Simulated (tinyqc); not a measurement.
Born-Oppenheimer dynamics on the unrestricted PBE/sto-6g surface (energies and gradients from PySCF), for NH3+, spin multiplicity 2, step by step. One step of it, computed by the program tinyqc.

Task: Velocity Verlet step 1. dt = 1 fs = 41.3414 atomic units; x' = x + v dt - g dt^2 / (2m); after the new gradient g', v' = v - (g + g') dt / (2m).

positions (bohr), order 1N, 2H, 3H, 4H:
```
[[0.015118, -0.068030, 0.442196],
 [1.678077, -0.122832, 0.071810],
 [-0.916517, 1.411625, 0.047243],
 [-0.967540, -1.534458, -0.005669]]
```

velocities (bohr per atomic time unit), order 1N, 2H, 3H, 4H:
```
[[0.000026459, 0.000004380, 0.000013436],
 [-0.000117541, -0.000092620, -0.000001564],
 [-0.000078541, -0.000048620, -0.000046564],
 [-0.000171541, 0.000080380, -0.000138564]]
```

gradient (hartree/bohr), order 1N, 2H, 3H, 4H:
```
[[0.10421741, 0.01814547, -0.07474836],
 [-0.24425322, 0.00529816, 0.03936254],
 [0.07355554, -0.13943524, 0.01873899],
 [0.06648025, 0.11599071, 0.01664530]]
```

masses (electron masses): [25526.042363, 1837.152588, 1837.152588, 1837.152588]

gradient after step 1 (hartree/bohr), order 1N, 2H, 3H, 4H:
```
[[0.05044446, 0.01123766, -0.03098864],
 [-0.13487543, 0.00202267, 0.01691047],
 [0.04323723, -0.09054814, 0.00741803],
 [0.04119188, 0.07728664, 0.00665936]]
```

Give: positions after step 1; velocities after step 1.

Result:

positions after step 1 (bohr), order 1N, 2H, 3H, 4H:
```
[[0.013, -0.068, 0.445],
 [1.787, -0.129, 0.053],
 [-0.954, 1.474, 0.037],
 [-1.006, -1.585, -0.019]]
```

velocities after step 1 (bohr per atomic time unit), order 1N, 2H, 3H, 4H:
```
[[-0.000099, -0.000019, 0.000099],
 [0.004148, -0.000175, -0.000635],
 [-0.001393, 0.002539, -0.000341],
 [-0.001383, -0.002094, -0.000401]]
```
